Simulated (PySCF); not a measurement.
## Fractional electron number in S⁻ (sulfur, charge -1)

The 3p beta orbital of [Ne] 3s2 3p5 is emptied in steps (occupation f), with all orbitals relaxed, ending at [Ne] 3s2 3p4. Computed with PySCF 2.14 in aug-pcseg-2 (6s5p3d2f, 50 functions), with no relativity, point nucleus. The exact energy is a straight line in f; departures are measured from the line between the end points of the same method.

```
  f  LDA (eV)  PBE (eV)  PBE0 (eV)  r2SCAN (eV)  LC-wPBE (eV)  BHandHLYP (eV)  BLYP (eV)  MN15 (eV)
  1     0.000     0.000      0.000        0.000         0.000           0.000      0.000      0.000
0.8    -0.559    -0.535     -0.357       -0.501         0.056          -0.189     -0.543     -0.257
0.6    -0.856    -0.817     -0.544       -0.755         0.078          -0.295     -0.832     -0.389
0.4    -0.871    -0.827     -0.549       -0.753         0.075          -0.306     -0.846     -0.387
0.2    -0.589    -0.555     -0.368       -0.495         0.049          -0.211     -0.572     -0.252
  0     0.000     0.000      0.000        0.000         0.000           0.000      0.000      0.000
```

Problem. For PBE0, how does the orbital energy at f = 1 compare with the removal energy?

Solution. −ε = -0.110 eV against a total-energy difference of 2.076 eV. By Janak's theorem ε = ∂E/∂f, so the gap between them reflects the curvature. Along the path −ε is 0.705 (f = 0.8), 1.589 (f = 0.6), 2.512 (f = 0.4), 3.451 (f = 0.2) eV.

| method | E(f=0) − E(f=1) (eV) | −ε at f=1 (eV) | −ε at f=0.4 (eV) |
| --- | --- | --- | --- |
| LDA | 2.404 | -1.005 | 3.061 |
| PBE | 2.175 | -1.103 | 2.822 |
| PBE0 | 2.076 | -0.110 | 2.512 |
| r2SCAN | 2.131 | -0.962 | 2.790 |
| LC-wPBE | 2.066 | 2.448 | 1.993 |
| BHandHLYP | 1.958 | 0.840 | 2.162 |
| BLYP | 2.137 | -1.179 | 2.776 |
| MN15 | 2.139 | 0.574 | 2.487 |

At f = 1 the orbital energy is positive for LDA, PBE, PBE0, r2SCAN, BLYP: only the finite basis holds the electron.

Reference removal energy between the ground levels: 2.077 eV (measured; photodetachment measurements, as compiled on the Wikipedia data page of electron affinities). The calculation has no spin-orbit coupling.
